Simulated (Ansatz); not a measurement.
Worked example: correlation energy of [Cl···H···NH], triplet

Geometry: a point of a hydrogen-transfer path between rigid fragments, not a stationary point.

```xyz
4

Cl   -0.8088    0.0197    0.0000
H     0.7092    0.0197    0.0000
N     1.8442    0.0197    0.0000
H     2.1132   -0.9846    0.0000
```

Basis cc-pVTZ; Ansatz 0.2.0. Correlated methods freeze the noble-gas cores, which leaves 14 electrons in 86 orbitals. R marks a restricted (for open shells ROHF) determinant, U an unrestricted one.

Full CI isn't at hand for all of this; UCCSDT(Q) serves as the reference, and is uncertain by about the last step of the cluster series.

Runs differ by some tens of microhartree through their thresholds and, for an open shell, their frozen cores, so steps under 0.03 kcal/mol mean nothing.

```json
{"level": "UHF", "total energy (hartree)": "-515.043485"}
{"level": "UMP2", "total energy (hartree)": "-515.406722"}
{"level": "UCCSD", "total energy (hartree)": "-515.444028"}
{"level": "UCCSD(T)", "total energy (hartree)": "-515.459134"}
{"level": "UCCSDT", "total energy (hartree)": "-515.460364"}
{"level": "UCCSDT(Q)", "total energy (hartree)": "-515.461132"}
```

Task: What is the correlation energy at UCCSDT(Q), and what share of it do UMP2 and UCCSDT recover?

Result: E(corr) = -515.461132 − (-515.043485) = -0.417647 hartree = -11.365 eV. UMP2: -0.363237 / -0.417647 = 86.97 %. UCCSDT: -0.416879 / -0.417647 = 99.82 %.

Task: By how many kcal/mol does UCCSD(T) miss UCCSDT(Q) (1 hartree = 627.509 kcal/mol), and which steps make up the rest?

Result: -515.459134 − (-515.461132) = 0.001998 hartree = 1.25 kcal/mol. Steps: UCCSDT − UCCSD(T) = -0.77, UCCSDT(Q) − UCCSDT = -0.48 kcal/mol. Differences between like states or geometries often cancel part of this.
